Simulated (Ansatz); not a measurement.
# CH3AlO: one species, many methods

An exercise on one series of results from a longer session: the logs are not shown, and one member is left open.

Program: Ansatz 0.2.0, Gaussian basis. Level of theory: functionals in def2-TZVPP, the program's frozen cores in correlated methods. These are calculated values, not measurements.

Levels to be run: LDA (SPW92), PBE-D4, revPBE-D4, BLYP-D4, r2SCAN-D4, B97M-V, PBE0-D4, B3LYP-D4, r2SCANh-D4, r2SCAN0-D4, HSE06-D4, BHLYP-D4, CAM-B3LYP-D4, LC-ωPBE, ωB97X-V, ωB97M-V, B2PLYP, PBE-QIDH; CCSD(T)/def2-SVP; CCSD(T)/def2-TZVPP; CCSD(T)/def2-QZVPP; extrapolation to the limit; RPA on PBE.

### The geometry

An earlier PBE0-D4 in a triple-zeta def2 set relaxation fixed the geometry.

SMILES `[CH3][Al]=[O]`, 6 atoms, charge 0, spin multiplicity 1.

Atoms are counted from 1 here; the program's logs count them from 0.

Bond lengths: C1–Al2 1.935 Å, C1–H4 1.092 Å, C1–H5 1.092 Å, C1–H6 1.092 Å, Al2–O3 1.596 Å. Angles: Al2–C1–H4 110.5°, Al2–C1–H5 110.5°, Al2–C1–H6 110.5°, H4–C1–H5 108.4°, H4–C1–H6 108.4°, H5–C1–H6 108.4°, C1–Al2–O3 180.0°.

The first run:

in.yaml

```yaml
crystal:
  periodic: [false, false, false]
  atoms:
    - {symbol: C, position_ang: [-0.412544, 0.498190, -0.315372]}
    - {symbol: Al, position_ang: [0.696663, -0.841355, 0.532489]}
    - {symbol: O, position_ang: [1.611684, -1.946263, 1.232051]}
    - {symbol: H, position_ang: [0.065186, 1.479067, -0.263906]}
    - {symbol: H, position_ang: [-1.383563, 0.560921, 0.180794]}
    - {symbol: H, position_ang: [-0.577417, 0.249449, -1.366054]}
basis:
  gaussian: {orbitals: def2-TZVPP}
hamiltonian: {xc: lda}
output: {orbitals: {seedname: orbitals}}
```

Launch:

```
$ ansatz run in.yaml --threads 2 --pin off --events-out ev --progress --plain --max-ram 32768MiB --backend cpu
```

Steps of the session up to this table: LDA; PBE-D4 (GGA); revPBE-D4 (GGA); BLYP-D4 (GGA); r2SCAN-D4 (meta-GGA); B97M-V (meta-GGA); PBE0-D4 (hybrid); B3LYP-D4 (hybrid); r2SCANh-D4 (hybrid); r2SCAN0-D4 (hybrid); HSE06-D4 (hybrid); BHLYP-D4 (hybrid); CAM-B3LYP-D4 (range-separated); LC-ωPBE (range-separated); ωB97X-V (range-separated); ωB97M-V (range-separated); B2PLYP (double hybrid); PBE-QIDH (double hybrid).

One of the session's tables, all rows but one given; the rest of the session is left out.

It belongs to the step «Frontier levels by functional». 

```
  functional  HOMO (eV)  LUMO (eV)  gap (eV)
 LDA (SPW92)      -6.14      -2.52      3.62
      PBE-D4      -5.93      -2.32      3.61
   revPBE-D4      -5.85      -2.22      3.63
     BLYP-D4      -5.81      -2.28      3.53
   r2SCAN-D4          ?          ?         ?
      B97M-V      -6.08      -2.15      3.93
     PBE0-D4      -7.23      -1.52      5.71
    B3LYP-D4      -7.01      -1.81      5.21
  r2SCANh-D4      -6.65      -1.71      4.94
  r2SCAN0-D4      -7.41      -1.31      6.10
    HSE06-D4      -6.82      -1.88      4.94
    BHLYP-D4      -8.48      -0.81      7.67
CAM-B3LYP-D4      -8.66      -0.65      8.02
     LC-ωPBE     -10.01       0.56     10.57
     ωB97X-V      -9.65       0.39     10.04
     ωB97M-V      -9.62       0.10      9.72
```

**Question.** Estimate the row for r2SCAN-D4.

Worked estimate for «HOMO (eV)». Against the share of exact exchange, r2SCANh-D4 (0.1, -6.65), r2SCAN0-D4 (0.25, -7.41) give a slope of -5.07 per unit share; at 0 the line stands at -6.14.

The run gave: HOMO (eV): -6.15; LUMO (eV): -1.98; gap (eV): 4.16. In «HOMO (eV)» the line misses by +0.01.
